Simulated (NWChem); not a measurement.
System: C2H3O, doublet; SMILES C[C]=O

Input file for NWChem:

```
start job
memory heap 200 mb stack 900 mb global 1100 mb
geometry units angstroms noautoz
  C      0.102473     1.165886     0.000000
  C     -0.429450    -0.242817     0.000000
  O      0.173369    -1.272904     0.000000
  H     -0.296256     1.696967     0.887856
  H     -0.296256     1.696967    -0.887856
  H      1.214083     1.192052     0.000000
end
basis spherical
  * library def2-svp
end
dft
  odft
  mult 2
  xc optx lyp
  iterations 150
  mulliken
end
task dft energy
```

NWChem printed, in part:

```
             Northwest Computational Chemistry Package (NWChem) 7.3.0
             --------------------------------------------------------

 CS  symmetry detected

                             Geometry "geometry" -> ""
                             -------------------------

 Output coordinates in angstroms (scale by  1.889725989 to convert to a.u.)

  No.       Tag          Charge          X              Y              Z
 ---- ---------------- ---------- -------------- -------------- --------------
    1 C                    6.0000     0.11223710     1.16737015     0.00000000
    2 C                    6.0000    -0.43388268    -0.23589013     0.00000000
    3 O                    8.0000     0.15850465    -1.27201138     0.00000000
    4 H                    1.0000    -0.28110917     1.70245010     0.88785600
    5 H                    1.0000    -0.28110917     1.70245010    -0.88785600
    6 H                    1.0000     1.22405463     1.18231072     0.00000000

 Effective nuclear repulsion energy (a.u.)      62.5146835111

      Symmetry information
      --------------------

 Group name             Cs
 Group number              2
 Group order               2
 No. of unique centers     5

                                 NWChem DFT Module
                                 -----------------

 Summary of "ao basis" -> "ao basis" (spherical)
 ------------------------------------------------------------------------------
       Tag                 Description            Shells   Functions and Types
 ---------------- ------------------------------  ------  ---------------------
 C                          def2-svp                 6       14   3s2p1d
 O                          def2-svp                 6       14   3s2p1d
 H                          def2-svp                 3        5   2s1p

      Symmetry analysis of basis
      --------------------------

        a'         39
        a"         18

            General Information
            -------------------
          SCF calculation type: DFT
          Wavefunction type:  spin polarized.
          No. of atoms     :     6
          No. of electrons :    23
           Alpha electrons :    12
            Beta electrons :    11
          Charge           :     0
          Spin multiplicity:     2
          Use of symmetry is: on ; symmetry adaption is: on
          Maximum number of iterations: 150
          AO basis - number of functions:    57
                     number of shells:    27
          Convergence on energy requested:  1.00D-06
          Convergence on density requested:  1.00D-05
          Convergence on gradient requested:  5.00D-04

              XC Information
              --------------
                        Slater Exchange Functional  1.052 local
                      OPTX     Exchange Functional  1.432 non-local
              Lee-Yang-Parr Correlation Functional  1.000

             Grid Information
             ----------------
          Grid used for XC integration:  medium
          Radial quadrature: Mura-Knowles
          Angular quadrature: Lebedev.
          Tag              B.-S. Rad. Rad. Pts. Rad. Cut. Ang. Pts.
          ---              ---------- --------- --------- ---------
          C                   0.70       49           8.0       434
          O                   0.60       49           9.0       434
          H                   0.35       45           8.0       434
          Grid pruning is: on
          Number of quadrature shells:   237
          Spatial weights used:  Erf1

      Superposition of Atomic Density Guess
      -------------------------------------

 Sum of atomic energies:        -151.43861195

      Non-variational initial energy
      ------------------------------

 Total energy =    -152.693878
 1-e energy   =    -328.725721
 2-e energy   =     113.517160
 HOMO         =      -0.114186
 LUMO         =       0.011109

   Symmetry analysis of molecular orbitals - initial alpha
   -------------------------------------------------------

  Numbering of irreducible representations:

     1 a'          2 a"

  Orbital symmetries:

     1 a'          2 a'          3 a'          4 a'          5 a'
     6 a'          7 a'          8 a"          9 a'         10 a"
    11 a'         12 a'         13 a"         14 a'         15 a'
    16 a"         17 a'         18 a'         19 a"         20 a'
    21 a'         22 a'

   Symmetry analysis of molecular orbitals - initial beta
   ------------------------------------------------------

  Numbering of irreducible representations:

     1 a'          2 a"

  Orbital symmetries:

     1 a'          2 a'          3 a'          4 a'          5 a'
     6 a'          7 a'          8 a"          9 a'         10 a"
    11 a'         12 a'         13 a"         14 a'         15 a'
    16 a"         17 a'         18 a'         19 a"         20 a'
    21 a'         22 a'

     ---------------------------------------------
      Total Density - Mulliken Population Analysis
     ---------------------------------------------

    Atom       Charge   Shell Charges
 -----------   ------   -------------------------------------------------------
    1 C    6     6.22   1.99  0.96  0.17  2.00  1.07  0.02
    2 C    6     5.55   1.99  0.99  0.48  1.42  0.59  0.07
    3 O    8     8.59   1.99  1.14  0.67  2.99  1.79  0.01
    4 H    1     0.87   0.65  0.20  0.02
    5 H    1     0.87   0.65  0.20  0.02
    6 H    1     0.90   0.65  0.22  0.02

     --------------------------------------------
      Spin Density - Mulliken Population Analysis
     --------------------------------------------

[...]
```

Level: OLYP/def2-SVP, spin-unrestricted. In the optimisation the excess spin sits in a' (Cs, its own frame). All runs use the structure optimised with PBE-D3(BJ)/def2-SVP, spin-unrestricted. No stability test was run on the SCF state.
